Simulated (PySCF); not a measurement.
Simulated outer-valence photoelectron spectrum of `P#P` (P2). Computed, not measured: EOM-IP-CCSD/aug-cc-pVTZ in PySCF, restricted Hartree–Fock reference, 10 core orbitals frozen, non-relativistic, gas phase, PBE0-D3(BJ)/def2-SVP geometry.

Each root has a Gaussian of 0.5 eV full width with its one-hole share as area; cross sections and vibrations are left out, and the highest printed point is 100.

| ionisation energy (eV) | intensity |
| --- | --- |
| 10.0 | 0 |
| 10.1 | 2 |
| 10.2 | 7 |
| 10.3 | 17 |
| 10.4 | 36 |
| 10.5 | 63 |
| 10.6 | 88 |
| 10.7 | 100 |
| 10.8 | 93 |
| 10.9 | 70 |
| 11.0 | 44 |
| 11.1 | 22 |
| 11.2 | 9 |
| 11.3 | 3 |
| 11.4 | 1 |
| 11.5 | 0 |
| 11.6 | 0 |
| 11.7 | 0 |
| 11.8 | 0 |
| 11.9 | 0 |
| 12.0 | 0 |
| 12.1 | 0 |
| 12.2 | 0 |
| 12.3 | 0 |
| 12.4 | 0 |
| 12.5 | 0 |
| 12.6 | 0 |
| 12.7 | 0 |
| 12.8 | 0 |
| 12.9 | 0 |
| 13.0 | 0 |
| 13.1 | 0 |
| 13.2 | 0 |
| 13.3 | 0 |
| 13.4 | 0 |
| 13.5 | 0 |
| 13.6 | 0 |
| 13.7 | 0 |
| 13.8 | 0 |
| 13.9 | 0 |
| 14.0 | 0 |
| 14.1 | 0 |
| 14.2 | 0 |
| 14.3 | 1 |
| 14.4 | 3 |
| 14.5 | 7 |
| 14.6 | 14 |
| 14.7 | 22 |
| 14.8 | 27 |
| 14.9 | 28 |
| 15.0 | 23 |
| 15.1 | 15 |
| 15.2 | 8 |
| 15.3 | 3 |
| 15.4 | 1 |
| 15.5 | 0 |
| 15.6 | 0 |

Task: Where are the maxima, and how many lines lie under the curve?

Result: 2 maxima, at 10.7 and 14.9 eV, from 3 lines (4 roots with degenerate partners counted). At this width some lines have no maximum of their own.

Task: List the lines with their holes.

Result: 
```
E (eV)  leading hole (HF orbital)  area  Koopmans (eV)
 10.67                HOMO/HOMO-1  1.93          10.13
 10.80                     HOMO-2  0.95          11.12
 14.86                     HOMO-3  0.78          16.53
```

The widest gap, 4.06 eV, lies between 10.80 and 14.86 eV. Only orbitals with −ε under 21 eV, eight at most, were ionised, so the high end of the curve may lack lines.
